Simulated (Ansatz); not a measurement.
The first iterations of a band of C$_{2}$H$_{8}$N$_{2}$ (12 atoms, charge 0, multiplicity 1).

Method: Ansatz 0.2.0, RKS r2SCANh-D4/def2-SVP.

* movable images: 5
* climbing image: yes
* spring: 5.0 eV/Å²
* optimiser: quadratic models (default)
* start path: IDPP
* force threshold: 0.03 eV/Å
* iteration limit: 60
* end points: relaxed

First end point:

```xyz
12
Properties=species:S:1:pos:R:3
C -1.390 0.101 -0.241
C -0.044 0.816 -0.204
N 0.992 0.199 0.611
N 1.215 -1.168 0.148
H -1.847 0.075 0.760
H -2.092 0.612 -0.916
H -1.267 -0.935 -0.579
H 0.357 0.918 -1.228
H -0.164 1.845 0.172
H 0.595 0.081 1.545
H 1.643 -1.048 -0.774
H 2.002 -1.497 0.709
```

Last end point:

```xyz
12
Properties=species:S:1:pos:R:3
C -1.387 -0.017 -0.113
C -0.141 0.840 -0.306
N 1.060 0.352 0.345
N 1.439 -0.918 -0.131
H -1.648 -0.106 0.954
H -2.255 0.414 -0.634
H -1.226 -1.028 -0.515
H 0.083 0.932 -1.381
H -0.319 1.860 0.073
H 0.927 0.361 1.358
H 2.448 -1.008 -0.050
H 1.019 -1.683 0.399
```

| iteration | highest image above the first end (eV) | largest band force component (eV/Å) |
| --- | --- | --- |
| 1 | 0.024 | 0.381 |
| 2 | 0.004 | 0.209 |

Q: Does the band converge within its limit, and where does its top end?

A: The forces met the threshold. It ended after 5 iterations with the highest image 0.001 eV above the first end. The top lies less than 8 meV above the higher end, about what the thresholds resolve: that end is a shoulder or a very shallow well. A vibrational analysis at the climbing image gives one clearly imaginary mode, 64i cm⁻¹: a first-order saddle point.

Time of the run: 91 s on 2 threads of Arm Neoverse V1 (shared host), peak memory 0.21 GiB.
